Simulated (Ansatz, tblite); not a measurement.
# The cluster Mg₃H₃: one state, many levels

Aim: run the doublet of the cluster Mg₃H₃ at one geometry on many levels, and compare frontier levels, spin and run time.

The runs use Ansatz 0.2.0, Gaussian basis; as each input shows.

The runs, in order: GFN1-xTB, GFN2-xTB, PBE-D4/def2-TZVP, r2SCAN-D4/def2-TZVP, r2SCAN0-D4/def2-TZVP, BLYP-D4/def2-TZVP, LC-ωPBE/def2-TZVP, r2SCANh-D4/def2-TZVP, BHLYP-D4/def2-TZVP, B97M-V/def2-TZVP, B2PLYP/def2-TZVP, PBE-D4/def2-SVP, PBE0-D4/def2-SVP, HF/STO-3G, PBE0-D4/def2-TZVPD, PBE-D4/def2-TZVPD, r2SCAN-D4/def2-TZVPD, CCSD(T)/def2-TZVPP, MP2/def2-TZVP, RPA/def2-TZVP, CCSD(T)/def2-TZVPD.

**1. The relaxed structure**

The doublet was relaxed beforehand with PBE-D4/def2-TZVP. At that level it is the lowest of the isomers that a small search found.

6 atoms, charge 0, spin multiplicity 2.

Bond lengths: Mg1–Mg2 2.802 Å, Mg1–Mg3 3.010 Å, Mg1–H4 1.906 Å, Mg1–H6 1.907 Å, Mg2–H4 1.895 Å, Mg2–H5 1.717 Å, Mg2–H6 1.894 Å. Angles: Mg2–Mg1–Mg3 77.0°, Mg2–Mg1–H4 42.4°, Mg2–Mg1–H6 42.3°, Mg3–Mg1–H4 83.8°, Mg3–Mg1–H6 83.9°, H4–Mg1–H6 84.3°, Mg1–Mg2–H4 42.7°, Mg1–Mg2–H5 178.2°, Mg1–Mg2–H6 42.7°, H4–Mg2–H5 137.5°, H4–Mg2–H6 84.9°, H5–Mg2–H6 137.4°, Mg1–H4–Mg2 95.0°, Mg1–H6–Mg2 95.0°.

As a file:

```xyz
6
charge 0, multiplicity 2
Mg   -0.4522    1.8035    0.0389
Mg    0.3643   -0.7756   -0.6899
Mg   -0.7213    0.2589    2.6079
H    -1.2304    0.2465   -0.7373
H     0.8561   -2.3723   -1.0856
H     1.1834    0.8390   -0.1341
```

PBE0-D4/def2-TZVP was run before; its log isn't repeated, and its numbers join the tables.

**2. GFN1-xTB**

Tight binding, by tblite at 300 K electronic temperature and without a spin-polarisation term:

```python
tblite.interface.Calculator('GFN1-xTB', numbers, positions, charge=0, uhf=1).singlepoint()
```

Energy -102.5368 eV; 0.002 s.

**3. GFN2-xTB**

Tight binding, by tblite at 300 K electronic temperature and without a spin-polarisation term:

```python
tblite.interface.Calculator('GFN2-xTB', numbers, positions, charge=0, uhf=1).singlepoint()
```

Energy -83.7699 eV; 0.004 s.

**4. PBE-D4/def2-TZVP**

start.molden holds the orbitals of an earlier run on this state, given as this run's starting guess.

Contents of in.yaml:

```yaml
crystal:
  periodic: [false, false, false]
  atoms:
    - {symbol: Mg, position_ang: [-0.452151, 1.803456, 0.038950]}
    - {symbol: Mg, position_ang: [0.364263, -0.775631, -0.689881]}
    - {symbol: Mg, position_ang: [-0.721280, 0.258893, 2.607891]}
    - {symbol: H, position_ang: [-1.230372, 0.246545, -0.737278]}
    - {symbol: H, position_ang: [0.856099, -2.372260, -1.085557]}
    - {symbol: H, position_ang: [1.183442, 0.839008, -0.134126]}
basis:
  gaussian: {orbitals: def2-TZVP, initial_orbitals: start.molden}
magnetization: {spin_polarized: true, initial_magnetization: 1}
hamiltonian: {xc: pbe, dispersion: d4}
scf: {omitted_lower_state_checks: [starts]}
output: {forces: true, orbitals: {seedname: orbitals}}
```

Run with:

```
$ ansatz run in.yaml --threads 4 --pin off --events-out ev --progress --plain --max-ram 3916MiB
```

After this run come: r2SCAN-D4/def2-TZVP; r2SCAN0-D4/def2-TZVP; BLYP-D4/def2-TZVP; LC-ωPBE/def2-TZVP; r2SCANh-D4/def2-TZVP; BHLYP-D4/def2-TZVP; B97M-V/def2-TZVP; B2PLYP/def2-TZVP; PBE-D4/def2-SVP; PBE0-D4/def2-SVP; HF/STO-3G; PBE0-D4/def2-TZVPD; PBE-D4/def2-TZVPD; r2SCAN-D4/def2-TZVPD; CCSD(T)/def2-TZVPP; MP2/def2-TZVP; RPA/def2-TZVP; CCSD(T)/def2-TZVPD.

**Question.** What will the summary of the whole plan be? Wanted: gap in def2-TZVP, named functionals, smallest and largest; correlation energy, CCSD(T)/def2-TZVPP; correlation energy, MP2/def2-TZVP; correlation energy, CCSD(T)/def2-TZVPD; binding an atom, CCSD(T)/def2-TZVPP; ⟨S²⟩ in def2-TZVP, named functionals, smallest and largest; PBE0 total energy, smallest basis above largest.

As calculated:

| quantity | value |
| --- | --- |
| gap in def2-TZVP, named functionals, smallest and largest | 0.47 eV (B97M-V), 5.98 eV (LC-ωPBE) |
| correlation energy, CCSD(T)/def2-TZVPP | -18.21 eV |
| correlation energy, MP2/def2-TZVP | -16.30 eV |
| correlation energy, CCSD(T)/def2-TZVPD | -18.02 eV |
| binding an atom, CCSD(T)/def2-TZVPP | 1.231 eV |
| ⟨S²⟩ in def2-TZVP, named functionals, smallest and largest | 0.753, 0.772 |
| PBE0 total energy, smallest basis above largest | 5.94 eV (def2-SVP, def2-TZVPD) |

Over the named functionals in def2-TZVP the gap runs from 0.47 eV (B97M-V) to 5.98 eV (LC-ωPBE); exact exchange widens it. A small miss in a minimal or small basis is a cancelling of errors, not accuracy. The functionals in def2-TZVP miss CCSD(T)/def2-TZVPP by +0.031 (BLYP-D4) to +0.149 eV (B97M-V) an atom. The reference is CCSD(T) in one finite basis, so it carries an error of its own, often a tenth of an eV or more, and near misses can't be ranked. Over the named functionals in def2-TZVP spin contamination reaches 0.02 (LC-ωPBE), which is small.
